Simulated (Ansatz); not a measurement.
# BFHN (SMILES N=BF): single points off equilibrium

The task here is to estimate one member of a computed series from the others.

Computed with Ansatz 0.2.0, Gaussian basis. Level: single points in def2-TZVPP.

Correlated methods freeze the cores. B3LYP uses VWN-RPA correlation.

## The system as given

SMILES `N=BF`, 4 atoms, charge 0, spin multiplicity 1.

Atoms are counted from 1 here; the program's logs count them from 0.

Bond lengths: N1–B2 1.191 Å, N1–H4 0.977 Å, B2–F3 1.367 Å. Angles: B2–N1–H4 172.6°, N1–B2–F3 177.3°.

Geometry (Å):

```xyz
4
BFHN
N     0.7013   -0.1292   -0.1405
B    -0.4389    0.1196    0.0958
F    -1.7280    0.4506    0.4067
H     1.6340   -0.2338   -0.4116
```

The first run:

Contents of run/in.yaml:

```yaml
crystal:
  periodic: [false, false, false]
  atoms:
    - {symbol: N, position_ang: [0.701300, -0.129200, -0.140500]}
    - {symbol: B, position_ang: [-0.438900, 0.119600, 0.095800]}
    - {symbol: F, position_ang: [-1.728000, 0.450600, 0.406700]}
    - {symbol: H, position_ang: [1.634000, -0.233800, -0.411600]}
basis:
  gaussian: {orbitals: def2-TZVPP}
correlation: {method: ccsd_t}
output: {forces: true}
```

The command line of these runs was not kept.

Steps of the session up to this table: CCSD(T)/def2-TZVPP; PBE0-D4/def2-TZVPP; wB97M-V/def2-TZVPP; r2SCAN-D4/def2-TZVPP; PBE-D4/def2-TZVPP; CAM-B3LYP-D4/def2-TZVPP; B3LYP-D4/def2-TZVPP.

One table of the session follows, with a row left open; its other results are not shown here.

| method | RMS force component (eV/Å) | angle to CCSD(T) forces (°) | dipole (D) |
| --- | --- | --- | --- |
| CCSD(T) | 2.556 | reference | 1.10 |
| PBE0-D4 | 2.415 | 4.5 | 1.02 |
| wB97M-V | 2.342 | 2.7 | 0.99 |
| r2SCAN-D4 | 2.470 | 3.0 | 0.97 |
| PBE-D4 | 2.514 | 3.1 | 1.00 |
| CAM-B3LYP-D4 | ? | ? | ? |
| B3LYP-D4 | 2.336 | 3.4 | 1.03 |

Estimate the missing values for CAM-B3LYP-D4.

As computed: RMS force component (eV/Å): 2.275; angle to CCSD(T) forces (°): 6.3; dipole (D): 1.03. In the column «RMS force component (eV/Å)» it is the lowest.
